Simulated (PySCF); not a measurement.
# The bond of SiCl−, level by level

An exercise on one series of results from a longer session: the logs are not shown, and one member is left open.

Method: Si def2-SVPD, Cl def2-SVPD, no relativity; program: PySCF 2.14.0.

Set-up of the first run:

The job is set up so:

- atoms: Si, Cl
- charge: -1
- basis: Si def2-SVPD, Cl def2-SVPD
- Hamiltonian: no relativity
- basis functions: 51
- electrons treated: 32
- masses in u: 27.9769, 34.9689
- levels: PBE0, PBE, r²SCAN, BP86, revPBE, TPSS, HF, MP2, SCS-MP2, CCSD, CCSD(T)
- grid: 80 radial by 434 angular points
- occupations: held fixed by the projection of orbital angular momentum
- dissociation limit: Si + Cl−, each in its ground configuration
- starting distance in angstrom: 2.185
- values of 2S to try: 0, 2

Command:

```console
> OMP_NUM_THREADS=1 python dia.py task.json out
```

Steps of the session up to this table: Input; The PBE0 curve of the state that the search chose; Excited determinants; PBE (GGA); r²SCAN (meta-GGA); BP86; revPBE (GGA); TPSS; UHF (mean field); MP2 and coupled cluster.

One of the session's tables, all rows but one given; the rest of the session is left out.

Energy (eV) from each level's lowest point:

```
R (Å)    UHF  UHF-MP2  UHF-SCS-MP2  UHF-CCSD  UHF-CCSD(T)
1.981  0.722    0.665        0.699       n/a          n/a
2.073  0.348    0.308        0.334     0.332        0.336
2.165  0.135    0.110        0.127     0.125        0.128
2.234      ?        ?            ?         ?            ?
2.303  0.009    0.000        0.006     0.005        0.006
2.372  0.000    0.000        0.000     0.000        0.000
2.464  0.024    0.034        0.027     0.029        0.028
2.579  0.088    0.113        0.097     0.100        0.100
2.717  0.192    0.235        0.209     0.214        0.215
2.902  0.344    0.412        0.375       n/a          n/a
```

Q: Estimate the row for R (Å) = 2.234 from the others.

Worked estimate for «UHF». A straight line through the neighbours (2.165, 0.135) and (2.303, 0.009) gives 0.135 + (0.009 − 0.135) × (2.234 − 2.165) / (2.303 − 2.165) = 0.072; a parabola fitted to 4 rows on both sides gives 0.047.

**Answer.** UHF: 0.050; UHF-MP2: 0.033; UHF-SCS-MP2: 0.044; UHF-CCSD: 0.043; UHF-CCSD(T): 0.044. In «UHF» the line misses by +0.022 and the parabola by -0.003.

Caveats from the session: Lowest PBE0 solution found, without spin–orbit coupling: ³Σ⁻ (triplet), unpaired electrons π ↑↑. Warnings in the runs' records: inverted.
